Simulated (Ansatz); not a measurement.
# fcc Mg (model structure)

Calculation: LDA (Ansatz, a program for electronic structure, plane waves, PAW).

Run with plane-wave cutoff 500 eV, 28×28×28 k mesh, Fermi–Dirac smearing 0.1 eV, scalar-relativistic PAW data made under PBE.

Cell (relaxed at this level):

```cif
data_Mg
_chemical_formula_sum 'Mg1'
_space_group_name_H-M_alt 'P 1'
_space_group_IT_number 1
_cell_length_a 3.13481
_cell_length_b 3.13481
_cell_length_c 3.13481
_cell_angle_alpha 60.000
_cell_angle_beta 60.000
_cell_angle_gamma 60.000
loop_
_space_group_symop_operation_xyz
  'x, y, z'
loop_
_atom_site_label
_atom_site_type_symbol
_atom_site_fract_x
_atom_site_fract_y
_atom_site_fract_z
_atom_site_occupancy
Mg1 Mg 0.00000 0.00000 0.00000 1
```

```
Quantity         Result
--------  -------------
band gap  zero (no gap)
```

Note: the relaxation could raise the start's symmetry but not lower it, so the cell can be a saddle point.

The computed numbers hold no vibrational or temperature effects.

A model structure was made by putting elements into a prototype or built by hand; it is no filed structure, need not be a known phase, and can be a saddle point held by its symmetry.
